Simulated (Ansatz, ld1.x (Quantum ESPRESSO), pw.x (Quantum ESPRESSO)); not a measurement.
**pw.x on bcc Al: one setting changed**

Potential: norm-conserving Troullier–Martins (Kleinman–Bylander form), ld1.x (Quantum ESPRESSO) 7.5, PBEsol; core [Ne], reference 3s1.5 3p1.5; waves: 3p (bound): rc 2.44 bohr; 3d channel at 0.25 Ry: rc 1.85 bohr; 3s (bound): rc 2.10 bohr; local part: the s channel; core correction: none.

The reference run (k-mesh 14³, cutoffs 35/140 Ry, Fermi–Dirac 0.01 Ry, mixing_beta 0.4, conv_thr 1e-9, no spin) gives -0.24 GPa at 16.575 Å³/atom, where all-electron LAPW gives 0.16 GPa. This run, with its own iteration cap, changes degauss to 0.005.

```
&control
  calculation='scf', prefix='x', pseudo_dir='./', outdir='./tmp', tstress=.true., disk_io='none'
/
&system
  ibrav=0, nat=1, ntyp=1, ecutwfc=35, ecutrho=140, nbnd=8,
  occupations='smearing', smearing='fd', degauss=0.005
/
&electrons
  conv_thr=1e-09, mixing_beta=0.4, electron_maxstep=60
/
ATOMIC_SPECIES
Al 1.0 Al.UPF
CELL_PARAMETERS angstrom
  -1.60619344 1.60619344 1.60619344
  1.60619344 -1.60619344 1.60619344
  1.60619344 1.60619344 -1.60619344
ATOMIC_POSITIONS crystal
Al 0.0000 0.0000 0.0000
K_POINTS automatic
14 14 14 0 0 0
```

```bash
pw.x < Al.scf.in > Al.scf.out
```

Q: How does the run end?

A: It converges in 6 iterations; the free energy moves by +8.9 meV/atom and the pressure by +0.02 GPa. In a metal, with Fermi–Dirac smearing, F lies below its zero-width value by a term in the square of the width.

```
Message from routine setup:
     using ibrav=0 with symmetry is DISCOURAGED, use correct ibrav instead
     lattice parameter (alat)  =       5.2572  a.u.
     unit-cell volume          =     111.8536 (a.u.)^3
     number of electrons       =         3.00
     number of Kohn-Sham states=            8
     kinetic-energy cutoff     =      35.0000  Ry
     charge density cutoff     =     140.0000  Ry
     scf convergence threshold =      1.0E-09
     Exchange-correlation= PBESOL
     number of k points=   104  Fermi-Dirac smearing, width (Ry)=  0.0050
     iteration #  1     ecut=    35.00 Ry     beta= 0.40
     total energy              =      -4.16091045 Ry
     estimated scf accuracy    <       0.00298332 Ry
     iteration #  2     ecut=    35.00 Ry     beta= 0.40
     total energy              =      -4.16090035 Ry
     estimated scf accuracy    <       0.00098384 Ry
     iteration #  3     ecut=    35.00 Ry     beta= 0.40
     total energy              =      -4.16092740 Ry
     estimated scf accuracy    <       0.00000150 Ry
     iteration #  4     ecut=    35.00 Ry     beta= 0.40
     total energy              =      -4.16092798 Ry
     estimated scf accuracy    <       0.00000061 Ry
     iteration #  5     ecut=    35.00 Ry     beta= 0.40
     total energy              =      -4.16092800 Ry
     estimated scf accuracy    <          1.9E-09 Ry
     iteration #  6     ecut=    35.00 Ry     beta= 0.40
     the Fermi energy is     7.8367 ev
!    total energy              =      -4.16092800 Ry
     estimated scf accuracy    <          7.5E-11 Ry
     smearing contrib. (-TS)   =      -0.00046023 Ry
     The total energy is F=E-TS. E is the sum of the following terms:
     one-electron contribution =       2.82851745 Ry
     hartree contribution      =       0.00494543 Ry
     xc contribution           =      -1.59850492 Ry
     ewald contribution        =      -5.39542573 Ry
     convergence has been achieved in   6 iterations
          total   stress  (Ry/bohr**3)                   (kbar)     P=       -2.20
     Message from routine punch:
     Nothing written, as per user request (disk_io='none')
```

The run took about 3.3 s on one core of a shared host (Neoverse-N1, 64 threads, 498 GiB, load 27).
